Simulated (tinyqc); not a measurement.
MP2 on RHF in the sto-3g basis, for CH3-, spin multiplicity 1, step by step. The basis has no diffuse functions, so it cannot describe the extra electron: this is an exercise in the method, not the real anion. One step of it, computed by the program tinyqc.

Question. Second-order Moller-Plesset energy. E2 = sum_ijab (ia|jb) [2 (ia|jb) - (ib|ja)] / (e_i + e_j - e_a - e_b) over occupied i, j and virtual a, b; the opposite-spin part is (ia|jb)^2 / denominator, the rest is same-spin, and SCS-MP2 scales them by 6/5 and 1/3.

orbital energies (hartree): MO1 -10.398805, MO2 -0.376605, MO3 -0.076439, MO4 -0.076438, MO5 0.221081, MO6 0.923685, MO7 1.131286, MO8 1.131292

Two-electron integrals over orbitals (pq|rs), unique and non-zero (hartree):
```
(11|11) 3.502635    (21|11) -0.276676   (21|21) 0.034108    (22|11) 0.667765
(22|21) -0.007786   (22|22) 0.479393    (31|31) 0.005398    (32|31) 0.009725
(32|32) 0.120155    (33|11) 0.549952    (33|21) -0.002500   (33|22) 0.453853
(33|33) 0.505186    (41|11) -4.36e-06   (41|21) 4.12e-07    (41|22) -6.14e-07
(41|33) -0.003010   (41|41) 0.005398    (42|11) -7.53e-07   (42|21) -2.99e-07
(42|22) -0.000006   (42|33) -0.069855   (42|41) 0.009725    (42|42) 0.120149
(43|31) -0.003010   (43|32) -0.069853   (43|43) 0.055986    (44|11) 0.549946
(44|21) -0.002500   (44|22) 0.453845    (44|33) 0.393202    (44|41) 0.003010
(44|42) 0.069857    (44|44) 0.505188    (51|11) -0.007708   (51|21) 0.000818
(51|22) -0.000643   (51|33) -0.000244   (51|41) 2.04e-08    (51|42) 5.40e-09
(51|44) -0.000244   (51|51) 0.021899    (52|11) 0.003842    (52|21) -0.000328
(52|22) -0.000865   (52|33) -0.000502   (52|42) 7.66e-09    (52|44) -0.000502
(52|51) 0.022574    (52|52) 0.082141    (53|31) 0.000107    (53|32) -0.000604
(53|43) 0.000692    (53|53) 0.016275    (54|11) 2.64e-07    (54|21) -1.10e-08
(54|22) 7.14e-08    (54|33) 0.000692    (54|41) 0.000107    (54|42) -0.000604
(54|44) -0.000692   (54|51) 3.72e-07    (54|52) 9.35e-07    (54|54) 0.016274
(55|11) 0.851861    (55|21) -0.009016   (55|22) 0.518751    (55|33) 0.453326
(55|41) -1.33e-07   (55|42) -6.79e-07   (55|44) 0.453322    (55|51) 0.001029
(55|52) 0.005605    (55|54) 2.34e-07    (55|55) 0.672917    (61|11) -0.311218
(61|21) 0.038923    (61|22) -0.008492   (61|33) -0.002635   (61|41) 1.51e-06
(61|42) 1.44e-06    (61|44) -0.002634   (61|51) 0.000492    (61|52) -0.000795
(61|55) -0.008641   (61|61) 0.044480    (62|11) 0.270382    (62|21) -0.008712
(62|22) 0.069713    (62|33) 0.030051    (62|41) 6.03e-07    (62|42) 2.81e-06
(62|44) 0.030049    (62|51) -0.000841   (62|52) -0.000671   (62|54) 1.27e-07
(62|55) 0.141780    (62|61) -0.009435   (62|62) 0.082188    (63|31) 0.003159
(63|32) -0.048514   (63|43) 0.048313    (63|53) 0.000857    (63|63) 0.068214
(64|11) 0.000027    (64|21) -5.77e-07   (64|22) 0.000010    (64|33) 0.048322
(64|41) 0.003158    (64|42) -0.048521   (64|44) -0.048317   (64|51) -9.95e-09
(64|52) 1.75e-07    (64|54) 0.000857    (64|55) 0.000015    (64|61) -5.47e-08
(64|62) 0.000011    (64|64) 0.068226    (65|11) -0.004011   (65|21) -0.000186
(65|22) -0.002636   (65|33) -0.000963   (65|41) 3.17e-08    (65|42) 2.45e-07
(65|44) -0.000963   (65|51) 0.023535    (65|52) 0.072541    (65|54) 2.86e-06
(65|55) 0.000362    (65|61) -0.000683   (65|62) -0.003382   (65|64) -2.44e-07
(65|65) 0.069831    (66|11) 0.664662    (66|21) -0.010391   (66|22) 0.459700
(66|33) 0.445342    (66|41) 1.70e-06    (66|42) 0.000017    (66|44) 0.445360
(66|51) -0.001525   (66|52) -0.003415   (66|54) -1.39e-07   (66|55) 0.493797
(66|61) -0.010945   (66|62) 0.048147    (66|64) -2.19e-06   (66|65) -0.004495
(66|66) 0.463584    (71|11) 0.000029    (71|21) -3.84e-06   (71|22) -1.65e-07
(71|33) -0.005316   (71|41) 0.011169    (71|42) 0.018280    (71|44) 0.005317
(71|51) -4.80e-08   (71|52) 6.29e-08    (71|54) 0.000224    (71|55) 7.31e-07
(71|61) -2.22e-06   (71|62) 2.25e-06    (71|64) 0.006089    (71|65) 1.13e-07
(71|66) 4.63e-06    (71|71) 0.023239    (72|11) -0.000029   (72|21) 6.98e-07
(72|22) -0.000008   (72|33) 0.016662    (72|41) 0.008628    (72|42) 0.013422
(72|44) -0.016669   (72|51) 7.01e-08    (72|52) -1.29e-08   (72|54) 0.001025
(72|55) -0.000015   (72|61) 2.33e-06    (72|62) -4.54e-06   (72|64) 0.043955
(72|65) 3.48e-07    (72|66) -3.00e-06   (72|71) 0.016611    (72|72) 0.054490
(73|31) 0.001651    (73|32) 0.044363    (73|43) -0.024431   (73|53) -0.000523
(73|63) -0.032795   (73|73) 0.032018    (74|11) 0.239752    (74|21) -0.004426
(74|22) 0.070274    (74|33) 0.059179    (74|41) -0.001651   (74|42) -0.044354
(74|44) 0.010326    (74|51) -2.54e-06   (74|52) 0.001849    (74|54) 0.000523
(74|55) 0.124681    (74|61) -0.004720   (74|62) 0.077587    (74|64) 0.032799
(74|65) -0.000862   (74|66) 0.043751    (74|71) -0.003597   (74|72) 0.005834
(74|74) 0.109831    (75|11) 2.55e-07    (75|21) 1.04e-08    (75|22) 8.97e-08
(75|33) -0.001207   (75|41) 0.000330    (75|42) 0.002411    (75|44) 0.001207
(75|51) -2.16e-06   (75|52) -0.000007   (75|54) 0.018045    (75|55) -1.20e-07
(75|61) 1.18e-07    (75|62) 3.64e-07    (75|64) -0.000857   (75|65) -4.04e-06
(75|66) 7.25e-07    (75|71) 0.000662    (75|72) 0.000901    (75|74) -0.000853
(75|75) 0.025551    (76|11) 0.000007    (76|21) -6.57e-08   (76|22) -2.33e-06
(76|33) -0.060794   (76|41) 0.011232    (76|42) 0.106754    (76|44) 0.060801
(76|51) 1.19e-07    (76|52) 3.83e-07    (76|54) -0.000695   (76|55) 2.88e-06
(76|61) 2.04e-06    (76|62) 0.000005    (76|64) -0.044408   (76|65) 5.05e-07
(76|66) 0.000019    (76|71) 0.021932    (76|72) 0.013188    (76|74) -0.044805
(76|75) 0.002104    (76|76) 0.107940    (77|11) 0.782397    (77|21) -0.009261
(77|22) 0.498669    (77|33) 0.437795    (77|41) -0.000718   (77|42) 0.024959
(77|44) 0.503425    (77|51) -0.000180   (77|52) 0.001288    (77|54) -0.000575
(77|55) 0.543584    (77|61) -0.009490   (77|62) 0.084255    (77|64) -0.034229
(77|65) -0.001010   (77|66) 0.487914    (77|71) -0.001910   (77|72) -0.025387
(77|74) 0.081427    (77|75) 0.000234    (77|76) 0.021690    (77|77) 0.578030
(81|31) 0.011169    (81|32) 0.018280    (81|43) -0.005316   (81|53) 0.000224
(81|63) 0.006090    (81|73) 0.003597    (81|81) 0.023238    (82|31) 0.008628
(82|32) 0.013418    (82|43) 0.016667    (82|53) 0.001025    (82|63) 0.043955
(82|73) -0.005850   (82|81) 0.016611    (82|82) 0.054490    (83|11) 0.239751
(83|21) -0.004426   (83|22) 0.070269    (83|33) 0.010324    (83|41) 0.001651
(83|42) 0.044359    (83|44) 0.059182    (83|51) -2.53e-06   (83|52) 0.001849
(83|54) -0.000523   (83|55) 0.124679    (83|61) -0.004719   (83|62) 0.077587
(83|64) -0.032786   (83|65) -0.000862   (83|66) 0.043765    (83|71) 0.003598
(83|72) -0.005853   (83|74) 0.048574    (83|75) 0.000853    (83|76) 0.044817
(83|77) 0.092351    (83|83) 0.109837    (84|31) 0.001652    (84|32) 0.044359
(84|43) -0.024427   (84|53) -0.000523   (84|63) -0.032788   (84|73) 0.029254
(84|81) 0.003598    (84|82) -0.005845   (84|84) 0.032012    (85|31) 0.000330
(85|32) 0.002411    (85|43) -0.001207   (85|53) 0.018045    (85|63) -0.000856
(85|73) 0.000853    (85|81) 0.000662    (85|82) 0.000901    (85|84) 0.000853
(85|85) 0.025551    (86|31) 0.011232    (86|32) 0.106752    (86|43) -0.060787
(86|53) -0.000695   (86|63) -0.044394   (86|73) 0.044815    (86|81) 0.021932
(86|82) 0.013190    (86|84) 0.044812    (86|85) 0.002104    (86|86) 0.107933
(87|31) 0.000715    (87|32) -0.024989   (87|43) 0.032831    (87|53) 0.000575
(87|63) 0.034250    (87|73) -0.005478   (87|81) 0.001905    (87|82) 0.025375
(87|84) -0.005475   (87|85) -0.000234   (87|86) -0.021709   (87|87) 0.034153
(88|11) 0.782396    (88|21) -0.009261   (88|22) 0.498671    (88|33) 0.503438
(88|41) 0.000716    (88|42) -0.024980   (88|44) 0.437780    (88|51) -0.000180
(88|52) 0.001288    (88|54) 0.000575    (88|55) 0.543584    (88|61) -0.009490
(88|62) 0.084258    (88|64) 0.034257    (88|65) -0.001010   (88|66) 0.487907
(88|71) 0.001908    (88|72) 0.025367    (88|74) 0.092357    (88|75) -0.000234
(88|76) -0.021702   (88|77) 0.509744    (88|83) 0.081415    (88|88) 0.578038
```

Hartree-Fock energy = -38.76313701 hartree

Give: Terms; Pair energies; MP2 correlation energy; SCS-MP2 correlation energy; MP2 total energy.

Answer.

Terms (the 40 largest of 117):
```
i  j  a  b  (ia|jb)  (ib|ja)  denominator       term
3  3  8  8   0.1098   0.1098      -2.4155    -0.0050
4  4  7  7   0.1098   0.1098      -2.4154    -0.0050
5  5  6  6   0.0698   0.0698      -1.4052    -0.0035
2  3  6  8   0.0776   0.0440      -2.5080    -0.0034
3  2  8  6   0.0776   0.0440      -2.5080    -0.0034
2  4  6  7   0.0776   0.0440      -2.5080    -0.0034
4  2  7  6   0.0776   0.0440      -2.5080    -0.0034
2  2  6  6   0.0822   0.0822      -2.6006    -0.0026
4  4  6  6   0.0682   0.0682      -2.0002    -0.0023
3  3  6  6   0.0682   0.0682      -2.0002    -0.0023
4  3  7  8   0.0486   0.0293      -2.4155    -0.0014
3  4  8  7   0.0486   0.0293      -2.4155    -0.0014
2  2  7  7   0.0545   0.0545      -3.0158    -0.0010
2  2  8  8   0.0545   0.0545      -3.0158    -0.0010
4  4  6  7   0.0328   0.0328      -2.2078  -4.87e-04
4  4  7  6   0.0328   0.0328      -2.2078  -4.87e-04
3  3  7  6  -0.0328  -0.0328      -2.2078  -4.87e-04
3  3  6  7  -0.0328  -0.0328      -2.2078  -4.87e-04
3  4  6  8  -0.0328  -0.0328      -2.2079  -4.87e-04
4  3  8  6  -0.0328  -0.0328      -2.2079  -4.87e-04
4  3  6  8  -0.0328  -0.0328      -2.2079  -4.87e-04
3  4  8  6  -0.0328  -0.0328      -2.2079  -4.87e-04
3  3  7  7   0.0320   0.0320      -2.4154  -4.24e-04
4  4  8  8   0.0320   0.0320      -2.4155  -4.24e-04
5  5  7  7   0.0256   0.0256      -1.8204  -3.59e-04
5  5  8  8   0.0256   0.0256      -1.8204  -3.59e-04
3  2  6  8   0.0440   0.0776      -2.5080  -1.81e-04
2  3  8  6   0.0440   0.0776      -2.5080  -1.81e-04
4  2  6  7   0.0440   0.0776      -2.5080  -1.81e-04
2  4  7  6   0.0440   0.0776      -2.5080  -1.81e-04
4  3  8  7   0.0293   0.0486      -2.4155  -1.20e-04
3  4  7  8   0.0293   0.0486      -2.4155  -1.20e-04
1  1  6  6   0.0445   0.0445     -22.6450  -8.74e-05
1  1  7  7   0.0232   0.0232     -23.0602  -2.34e-05
1  1  8  8   0.0232   0.0232     -23.0602  -2.34e-05
1  2  7  7   0.0166   0.0166     -13.0380  -2.12e-05
2  1  7  7   0.0166   0.0166     -13.0380  -2.12e-05
1  2  8  8   0.0166   0.0166     -13.0380  -2.12e-05
2  1  8  8   0.0166   0.0166     -13.0380  -2.12e-05
2  3  7  8  -0.0059  -0.0058      -2.7156  -1.26e-05
```

Pair energies (hartree; pair i-j sums ij and ji):
```
pair  opposite spin  same spin
1-1       -1.34e-04          0
2-1       -9.88e-05          0
2-2         -0.0046          0
3-1       -1.35e-05  -1.86e-05
3-2         -0.0064    -0.0009
3-3         -0.0087          0
4-1       -1.35e-05  -1.86e-05
4-2         -0.0064    -0.0009
4-3         -0.0046  -3.09e-04
4-4         -0.0087          0
5-1       -2.19e-07          0
5-2       -1.28e-05          0
5-3       -2.92e-06  -2.99e-11
5-4       -2.92e-06  -2.99e-11
5-5         -0.0042          0
```

MP2 correlation energy = -0.046015 hartree

SCS-MP2 correlation energy = -0.053355 hartree

MP2 total energy = -38.809152 hartree
